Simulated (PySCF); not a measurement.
## NMR data sheet: C4H6O2

| Property | Result |
| --- | --- |
| Formula | C4H6O2 |
| SMILES | O=C(O)C1CC1 |
| Degrees of unsaturation | 2 |
| Carbon signals | 3 |
| Proton signals | 4 |

Structure with atom numbers: `[O:1]=[C:2]([OH:3])[CH:4]1[CH2:5][CH2:6]1`. Hydrogens are named by the atom that carries them. Ha(C5), Ha(C6) are cis to C2 on the ring; Hb(C5), Hb(C6) are trans to C2 on the ring.

PySCF 2.14 calculation with structure optimised with PBE0-D3(BJ)/def2-TZVP, shieldings: GIAO B97-2/pcSseg-2 and J couplings at B3LYP/pcJ-2 (without the spin–dipole term); one averaged value for each set of equivalent atoms, a single conformation, isolated molecule, no relativistic terms.

Shifts are taken against calculated references (same method and geometry level): ¹H and ¹³C vs TMS; ¹⁷O vs H2O.

| carbon | δC, type | δH (multiplicity, J in Hz) | HMBC from (abs. J ≥ 3 Hz) | span of the C tensor (ppm) |
| --- | --- | --- | --- | --- |
| C2 | 182.7, C | – | Ha(C5)/Ha(C6), Hb(C5)/Hb(C6) | 167 |
| C4 | 13.3, CH | 1.58 (tt, 9.2, 5.0) | – | 88 |
| C5/C6 | 12.4, CH2 | Ha(C5) 1.05 (m); Hb(C5) 0.79 (m) | – | 56 |

Other nuclei:
| atoms | nucleus | environment | δ (ppm) | σ (ppm) |
| --- | --- | --- | --- | --- |
| H(O3) | ¹H | hydrogen on an acid hydroxyl oxygen | 5.95 | 25.69 |
| O1 | ¹⁷O | carbonyl oxygen | 368.9 | -41.2 |
| O3 | ¹⁷O | acid hydroxyl oxygen | 208.1 | 119.5 |

Selected couplings (Hz, signed; the shortest-range and largest first, 30 at most; isotopes ¹³C, ¹H): ¹J(C4,H(C4)) 175.5, ¹J(C5,Ha(C5)) 174.5, ¹J(C5,Hb(C5)) 170.3, ¹J(C2,C4) 77.2, ¹J(C4,C5) 11.1, ²J(Ha(C5),Hb(C5)) -4.0, ²J(C2,C5) -1.2, ³J(H(C4),Hb(C5)) 9.2, ³J(Ha(C5),Hb(C6)) 7.9, ³J(H(C4),Ha(C5)) 5.0.

1. Carbon types of the structure: 1 × C, 1 × CH, 2 × CH2, leaving 1 H on heteroatoms.
2. δC 182.7: carboxylic acid carbon; lone-pair donation from the attached heteroatom keeps it upfield of a ketone carbonyl.
3. δC 13.3, 12.4: three-membered-ring carbon; carbons of three-membered rings are unusually shielded.
4. δH 5.95: hydrogen on an acid hydroxyl oxygen; exchangeable; this is the value without hydrogen bonding to other molecules.
5. δH 1.58, 1.05, 0.79: hydrogen on a three-membered-ring carbon; cyclopropane-type protons are shielded by the ring.

OH/NH shifts are gas-phase values; hydrogen bonding in solution moves them, usually downfield. Splittings below 1 Hz are ignored in the labels, and close J values are merged. Couplings among chemically equivalent protons are left out too, so labels in AA′BB′ or AA′XX′ sets are apparent multiplicities. Shifts are as computed. Against solution values, carbons near 30 ppm lie about +3 ppm off and those near 130 ppm about +7 ppm. Of 1211 compounds with measured shifts, 218 miss one by over three times the rms of a fit or turn the order of signals round; such compounds aren't used in these exercises. In solution the two oxygens of a carboxylic acid exchange roles by proton transfer and give one 17O line. Hydrogen bonding in solution shields acid and N–H amide carbonyl oxygens by tens of ppm. The C=O carbon of an acid or of an amide with N–H lies up to 10 ppm further downfield in solution, through hydrogen bonding that the calculation lacks. Unscaled 17O shifts of doubly bonded oxygen tend to come out too high, by tens of ppm or more. Experimental scales use liquid or dissolved standards, which lie at an offset from isolated H2O (liquid H2O: subtract about 36 ppm).
